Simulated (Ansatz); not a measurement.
Species: C2H6O, net charge 1, doublet state. 
Geometry from a B3LYP-D3(BJ)/def2-TZVP (Ansatz, a quantum-chemistry and plane-wave program) optimisation:
```
O
C 1 1.4033
H 2 1.0862 1 113.05
C 1 1.4033 2 121.61 3 0.00
H 4 1.0862 1 113.05 2 0.00
H 4 1.1036 5 113.65 1 -120.48
H 2 1.1036 3 113.65 1 -120.48
H 2 1.1036 3 113.65 7 -119.04
H 4 1.1036 5 113.65 6 -119.04
```
Charge +1, spin multiplicity 2.

Total electronic energies in hartree. Valence correlation only, unless marked. Open shells are spin-unrestricted. Spin-orbit coupling is left out. No relativistic terms. CBS marks a two-point X^-3 extrapolation of the correlation energy; Hartree-Fock from the larger set. The bracket is a focal-point correction in the basis named.

```json
[
 {"level": "HF/cc-pVDZ", "program": "Ansatz", "energy (Eh)": "-153.75842"},
 {"level": "SVWN5/def2-TZVPD", "program": "Ansatz", "energy (Eh)": "-153.42737"},
 {"level": "PBE-D4/def2-TZVPD", "program": "Ansatz + dftd4", "energy (Eh)": "-154.54254"},
 {"level": "BLYP-D4/def2-TZVPD", "program": "Ansatz + dftd4", "energy (Eh)": "-154.68511"},
 {"level": "revPBE/def2-TZVPD", "program": "Ansatz", "energy (Eh)": "-154.68882"},
 {"level": "PBE0/STO-3G", "program": "Ansatz", "energy (Eh)": "-152.59422"},
 {"level": "PBE0-D3(BJ)/def2-TZVP", "program": "Ansatz + dftd3", "energy (Eh)": "-154.55096"},
 {"level": "BHLYP-D3(BJ)/def2-TZVPD", "program": "Ansatz + dftd3", "energy (Eh)": "-154.64381"},
 {"level": "B2PLYP/def2-TZVPD", "program": "Ansatz", "energy (Eh)": "-154.59246"},
 {"level": "MP2/aug-cc-pVTZ", "program": "Ansatz", "energy (Eh)": "-154.35684"},
 {"level": "RI-MP2/aug-cc-pVTZ", "program": "Ansatz", "energy (Eh)": "-154.35668"},
 {"level": "SCS-MP2/aug-cc-pVDZ", "program": "Ansatz", "energy (Eh)": "-154.21687"},
 {"level": "CCSD(T)/6-31G", "program": "Ansatz", "energy (Eh)": "-153.99490"},
 {"level": "CCSD(T)/cc-pVDZ", "program": "Ansatz", "energy (Eh)": "-154.25401"},
 {"level": "RI-MP2/CBS(aug-cc-pVTZ,aug-cc-pVQZ)+[CCSD(T)-MP2]/aug-cc-pVTZ", "program": "Ansatz", "energy (Eh)": "-154.4896"}
]
```

Totals of different functionals don't rank their quality; only differences between species are comparable.
